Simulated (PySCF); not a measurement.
## SiN: mean field, correlation and small terms against distance

State: ²Σ⁺, doublet, unpaired electrons σ ↑. ROHF-based CCSD(T) in PySCF 2.14 with Si cc-pV(T+d)Z, N cc-pVTZ and Si cc-pV(Q+d)Z, N cc-pVQZ (frozen core orbitals: 6; no relativity). Correlation energies are extrapolated as n⁻³ (n = 3, 4), Hartree–Fock as (n+1)·exp(−9√n). CV is the change on freezing 1 orbitals instead, in Si cc-pwCVTZ, N cc-pwCVTZ. SR is the spin-free X2C energy in Si cc-pVTZ-DK, N cc-pVTZ-DK less the non-relativistic one in Si cc-pVTZ, N cc-pVTZ. All energies in eV from Si + N.

```csv
R (Å),HF/CBS,CCSD corr.,(T),CV,SR,total
1.3830,-0.302,-2.765,-0.3113,-0.0860,-0.0006,-3.465
1.4459,-0.911,-2.871,-0.3456,-0.0635,0.0034,-4.188
1.5087,-1.152,-2.979,-0.3822,-0.0454,0.0060,-4.552
1.5716,-1.125,-3.088,-0.4214,-0.0307,0.0078,-4.658
1.6345,-0.908,-3.198,-0.4636,-0.0189,0.0087,-4.579
1.7130,-0.454,-3.335,-0.5207,-0.0074,0.0091,-4.308
1.7916,0.129,-3.473,-0.5831,0.0013,0.0088,-3.917
```

A fit to the total gives Re = 1.5725 Å, De = 4.658 eV, ωe = 1156.6 cm⁻¹, Be = 0.7305 cm⁻¹ (masses 27.9769 and 14.0031 u).

Problem. At R = 1.5716 Å the CCSD correlation energy is -0.297171 hartree in the smaller basis and -0.311659 in the larger. Extrapolate it.

Solution. (4³·E4 − 3³·E3)/(4³ − 3³) = -0.32223 hartree; the larger basis holds 96.7 % of it.

The T1 diagnostic is 0.064, large enough to doubt a single reference. The state was picked by a PBE0 search and need not be the measured ground state. Spin–orbit coupling, excitations beyond (T) and corrections to the Born–Oppenheimer picture are left out.
